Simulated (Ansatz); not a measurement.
The input, for Ansatz 0.2.0:

```yaml
crystal:
  periodic: [false, false, false]
  atoms:
    - {symbol: B, position_ang: [-0.161589, 0.000000, 0.000000]}
    - {symbol: H, position_ang: [-0.758322, 1.033571, 0.000000]}
    - {symbol: H, position_ang: [-0.758322, -1.033571, 0.000000]}
    - {symbol: H, position_ang: [0.948411, 0.000000, 0.000000]}
    - {symbol: H, position_ang: [2.301411, 0.000000, 0.000000]}
basis:
  gaussian: {orbitals: 6-31G}
magnetization: {spin_polarized: false, initial_magnetization: 1}
hamiltonian: {pseudopotentials: {relativity: scalar}}
correlation: {active_space: {ras: {orbitals: [3, 1, 12], electrons: 7, max_holes: 2, max_particles: 2}, fixed_orbitals: true}}
```

```sh
$ ansatz run in.yaml --threads 1 --pin off --events-out ev --progress --plain --max-ram 2393MiB
```

The program prints:

```
254 factors; integrals over basis functions are off by at most 3.8e-4 eV
mean field evaluation 1: about -729.7921 eV, gradient 1.0e1 eV
mean field evaluation 2: about -729.7868 eV, gradient 1.0e1 eV
mean field evaluation 4: about -730.8297 eV, gradient 7.3e-1 eV
mean field evaluation 8: about -730.8364 eV, gradient 2.0e-5 eV
mean field -730.83638503 eV, -26.8577417712 hartree, gradient 1.0e-6 eV, S^2 0.750000; 0 other end points of the search recorded, 0 dependent functions left out
reference -730.83638503 eV, -26.8577417712 hartree; 5, 4 occupied and 12, 13 virtual orbitals, 254 factors
state -732.79623575 eV, -26.9297649569 hartree
Total energy: -732.79623575 eV, -26.9297649569 hartree
Relativity: scalar
```

Ran on 1 thread of Arm Neoverse V2, shared host: 0.24 s wall, 0.14 GiB peak host memory.
